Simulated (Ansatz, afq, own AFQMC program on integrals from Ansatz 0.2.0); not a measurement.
AFQMC on a folder of integrals that Ansatz 0.2.0 wrote.

```yaml
crystal:
  periodic: [false, false, false]
  atoms:
    - {symbol: Ge, position_ang: [0.000000, -0.031823, 0.410962]}
    - {symbol: N, position_ang: [0.000000, 0.045781, -1.826693]}
    - {symbol: H, position_ang: [0.000000, 1.564433, 0.540491]}
    - {symbol: H, position_ang: [0.000000, 0.883807, -2.385469]}
    - {symbol: H, position_ang: [0.000000, -0.791044, -2.387749]}
basis:
  gaussian: {orbitals: cc-pVDZ}
magnetization: {spin_polarized: false}
correlation: {method: ccsd_t, electrons: outside_noble_gas, hamiltonian_folder: ham}
```

```sh
$ ansatz run in.yaml --threads 1 --pin off --events-out ev --progress --plain --max-ram 1382MiB
```

afq runs on the folder ham with

```
--method phaseless --trial cisd --walkers 60 --populations 1 --least-time 40 --time-step 0.005 --steps-per-block 50 --equilibration-blocks 28 --max-blocks 300 --target-error 0.00042 --factor-cut 1e-05 --seed 291 --release-times 0.24,0.51,0.99,1.62,2.4 --release-step 0.03 --release-every 4 --taylor-order 6
```

Times are imaginary, in 1/Eh. The walk had a cap of 733 s. Filled inner d shells are frozen with the cores.

Log:

```
orbitals 41  electrons 6 6  factors 325 of 596
reference energy -2131.47098058 Eh
CCSD correlation -0.29346413 Eh in 13 cycles, weight of the determinant in the CISD state 0.8375
energy of the start -2131.764445 Eh
 block  time / (1/Eh)  mean weight  energy / Eh
     1     0.250  0.9988  -2131.759598
     2     0.500  1.0013  -2131.764753
     3     0.750  0.9984  -2131.764601
     4     1.000  0.9986  -2131.765990
     5     1.250  1.0014  -2131.773586
     7     1.750  0.9989  -2131.765071
     9     2.250  1.0004  -2131.776450
    17     4.250  0.9984  -2131.777335
    33     8.250  1.0007  -2131.780116
    49    12.250  1.0032  -2131.779733
    65    16.250  1.0009  -2131.819099
    81    20.250  1.0006  -2131.771130
    97    24.250  1.0009  -2131.791593
   113    28.250  0.9992  -2131.772101
   129    32.250  1.0009  -2131.778613
   145    36.250  1.0001  -2131.779485
   161    40.250  1.0009  -2131.784305
   177    44.250  0.9997  -2131.782295
   193    48.250  0.9995  -2131.772039
   209    52.250  1.0002  -2131.775006
   225    56.250  1.0001  -2131.804102
   241    60.250  1.0000  -2131.787205
   257    64.250  0.9999  -2131.774003
   273    68.250  1.0004  -2131.771138
   289    72.250  1.0052  -2131.780601
   297    74.250  1.0018  -2131.765494
   305    76.250  1.0005  -2131.766927
   321    80.250  0.9986  -2131.779344
blocks merged  error / Eh  count
     1  0.000544  300
     2  0.000657  150
     4  0.000726  75
     8  0.000834  37
    16  0.000917  18
    32  0.000938  9
released: time / (1/Eh)  energy / Eh  error  mean overlap
  0.24  -2131.777738  0.000934  1.0052
  0.51  -2131.778043  0.000842  1.0100
  0.99  -2131.779351  0.000752  1.0000
  1.62  -2131.779627  0.000866  0.9922
  2.40  -2131.777538  0.001705  0.9658
energy -2131.778071 +/- 0.000917 Eh
(rows thinned)
```

The run passed its tests (sampling time, drift between the halves within three errors, error under three times the target), which doesn't prove that it has relaxed.

Against this walk (error 25.0 meV) on the same determinant: CCSD(T) 60.4 meV higher, CCSDT(Q) 20.8 meV lower (within the noise). The error is statistical and leaves out the bias of the constraint. Released to 2.40 1/Eh the energy moves by 15 ± 53 meV (both errors), within twice the noise.

Cautions: constraint bias not in the error; error above the target (25.0 against 11.4 meV); no relativity below Rb; no spin-orbit coupling; inner d shell frozen; higher spins were not checked; strong correlation (T1 0.040, weight of the determinant 0.84, largest double 0.08); the bias of populations of 60 walkers isn't removed.

The walk took 2.5 min on 1 thread of AMD EPYC 9R45 96-Core Processor (Zen 5), with other jobs on the host. The log's last line is the phaseless energy.

CCSDT and higher add their correlation energy to the determinant of the CCSD(T) run, since their own runs factorise the integrals more tightly (a shift of under 2 meV). A walk keeps the symmetry of its determinant, which the program's search chose and which needn't be the lowest solution, so a lower state of the same spin and another symmetry isn't excluded.
